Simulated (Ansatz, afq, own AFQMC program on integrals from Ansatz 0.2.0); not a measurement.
Integrals from Ansatz 0.2.0, then the random walk in our own AFQMC program (afq).

```yaml
crystal:
  periodic: [false, false, false]
  atoms:
    - {symbol: Al, position_ang: [0.000000, 0.000000, 0.704959]}
    - {symbol: C, position_ang: [0.000000, 0.000000, -1.265754]}
    - {symbol: H, position_ang: [0.000000, -0.896128, -1.894102]}
    - {symbol: H, position_ang: [0.000000, 0.896128, -1.894102]}
basis:
  gaussian: {orbitals: cc-pVDZ}
magnetization: {spin_polarized: true, initial_magnetization: 1}
correlation: {method: ccsd_t, electrons: outside_noble_gas, hamiltonian_folder: ham}
```

```sh
$ ansatz run in.yaml --threads 1 --pin off --events-out ev --progress --plain --max-ram 1382MiB
```

Options of the walk:

```
--method phaseless --trial cisd --walkers 60 --populations 1 --least-time 40 --time-step 0.005 --steps-per-block 50 --equilibration-blocks 28 --max-blocks 300 --target-error 0.00036 --factor-cut 1e-05 --start spin_pure --seed 7899 --release-times 0.24,0.51,0.99,1.62,2.4 --release-step 0.03 --release-every 4 --taylor-order 6
```

Times are imaginary, in 1/Eh. The walk had a cap of 1011 s.

Output of the walk:

```
orbitals 36  electrons 5 4  factors 274 of 401
reference energy -280.88201931 Eh
CCSD correlation -0.19525817 Eh in 11 cycles, weight of the determinant in the CISD state 0.8781
energy of the start -281.077068 Eh
 block  time / (1/Eh)  mean weight  energy / Eh
     1     0.250  0.9986  -281.075495
     2     0.500  1.0012  -281.076123
     3     0.750  0.9989  -281.077533
     4     1.000  0.9993  -281.081134
     5     1.250  0.9991  -281.082867
     7     1.750  1.0015  -281.079936
     9     2.250  0.9996  -281.081489
    17     4.250  1.0004  -281.081002
    33     8.250  0.9992  -281.082947
    41    10.250  0.9996  -281.102914
    49    12.250  1.0012  -281.083605
    65    16.250  1.0006  -281.084038
    81    20.250  1.0006  -281.078664
    97    24.250  0.9998  -281.086177
   113    28.250  0.9996  -281.083167
   121    30.250  1.0012  -281.076655
   129    32.250  0.9980  -281.081675
   145    36.250  1.0009  -281.086323
   161    40.250  1.0011  -281.084029
   177    44.250  0.9989  -281.086330
   193    48.250  1.0005  -281.079128
   209    52.250  0.9995  -281.081115
   225    56.250  0.9994  -281.080838
   241    60.250  0.9998  -281.081683
   257    64.250  1.0010  -281.084607
   273    68.250  0.9990  -281.078438
   289    72.250  1.0006  -281.083076
   305    76.250  0.9999  -281.083054
   321    80.250  0.9997  -281.082999
blocks merged  error / Eh  count
     1  0.000239  300
     2  0.000293  150
     4  0.000343  75
     8  0.000378  37
    16  0.000403  18
    32  0.000404  9
released: time / (1/Eh)  energy / Eh  error  mean overlap
  0.24  -281.083144  0.000346  0.9972
  0.51  -281.083485  0.000338  0.9996
  0.99  -281.083936  0.000341  0.9850
  1.62  -281.083823  0.000512  0.9831
  2.40  -281.083532  0.000448  0.9972
energy -281.083328 +/- 0.000403 Eh
(rows thinned)
```

The run passed its tests (sampling time, drift between the halves within three errors, error under three times the target), which doesn't prove that it has relaxed.

Against this walk (error 11.0 meV) on the same determinant: CCSD(T) 32.2 meV higher, CCSDT(Q) 0.4 meV higher (within the noise). The error is statistical and leaves out the bias of the constraint. Released to 2.40 1/Eh the energy moves by -6 ± 16 meV (both errors), within twice the noise.

Cautions: constraint bias not in the error; error above the target (11.0 against 9.8 meV); the determinant is a saddle point among determinants of its kind.

The walk took 7.5 min on 1 thread of Intel(R) Xeon(R) Platinum 8259CL CPU @ 2.50GHz (Skylake/Cascade Lake), with other jobs on the host. The log's last line is the phaseless energy.

CCSDT and higher add their correlation energy to the determinant of the CCSD(T) run, since their own runs factorise the integrals more tightly (a shift of under 2 meV). A walk keeps the symmetry of its determinant, which the program's search chose and which needn't be the lowest solution, so a lower state of the same spin and another symmetry isn't excluded.
